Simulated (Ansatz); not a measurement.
**CH₄BN (SMILES BN=C): functionals against CCSD(T) at one geometry**

An exercise on one series of results from a longer session: the logs are not shown, and one member is left open.

Method: single points in def2-TZVPP; program: Ansatz 0.2.0, Gaussian basis.

Cores are frozen in the correlated methods.

**The system as given**

SMILES `BN=C`, 7 atoms, charge 0, spin multiplicity 1.

Atoms are counted from 1 here; the program's logs count them from 0.

Bond lengths: B1–N2 1.322 Å, B1–H4 1.203 Å, B1–H5 1.137 Å, N2–C3 1.222 Å, C3–H6 1.085 Å, C3–H7 1.090 Å. Angles: N2–B1–H4 116.1°, N2–B1–H5 120.2°, H4–B1–H5 123.7°, B1–N2–C3 177.7°, N2–C3–H6 123.4°, N2–C3–H7 122.6°, H6–C3–H7 113.9°.

As a file:

```
B    -0.9751    0.3899   -0.7522
N     0.0154   -0.0092    0.0267
C     0.9612   -0.3460    0.7230
H    -2.0120   -0.2083   -0.6370
H    -0.8205    1.2497   -1.4798
H     1.6691   -1.1160    0.4355
H     1.1154    0.0411    1.7306
```

Set-up of the first run:

run/in.yaml

```yaml
crystal:
  periodic: [false, false, false]
  atoms:
    - {symbol: B, position_ang: [-0.975100, 0.389900, -0.752200]}
    - {symbol: N, position_ang: [0.015400, -0.009200, 0.026700]}
    - {symbol: C, position_ang: [0.961200, -0.346000, 0.723000]}
    - {symbol: H, position_ang: [-2.012000, -0.208300, -0.637000]}
    - {symbol: H, position_ang: [-0.820500, 1.249700, -1.479800]}
    - {symbol: H, position_ang: [1.669100, -1.116000, 0.435500]}
    - {symbol: H, position_ang: [1.115400, 0.041100, 1.730600]}
basis:
  gaussian: {orbitals: def2-TZVPP}
correlation: {method: ccsd_t}
output: {forces: true}
```

The command line of these runs was not kept.

Steps of the session up to this table: CCSD(T)/def2-TZVPP; PBE0-D4/def2-TZVPP; wB97M-V/def2-TZVPP; r2SCAN-D4/def2-TZVPP; PBE-D4/def2-TZVPP; LC-wPBE/def2-TZVPP; BLYP-D4/def2-TZVPP.

One of the session's tables, all rows but one given; the rest of the session is left out.

| method | RMS force component (eV/Å) | angle to CCSD(T) forces (°) | dipole (D) |
| --- | --- | --- | --- |
| CCSD(T) | 0.854 | reference | 2.23 |
| PBE0-D4 | 0.656 | 17.4 | 2.08 |
| wB97M-V | 0.698 | 12.4 | 2.17 |
| r2SCAN-D4 | 0.684 | 14.2 | 2.03 |
| PBE-D4 | 0.771 | 16.4 | 2.03 |
| LC-wPBE | 0.675 | 18.7 | 2.19 |
| BLYP-D4 | ? | ? | ? |

Estimate the missing values for BLYP-D4.

As computed: RMS force component (eV/Å): 0.777; angle to CCSD(T) forces (°): 11.8; dipole (D): 2.02. In the column «RMS force component (eV/Å)» it lies between PBE-D4 (0.771) and CCSD(T) (0.854).
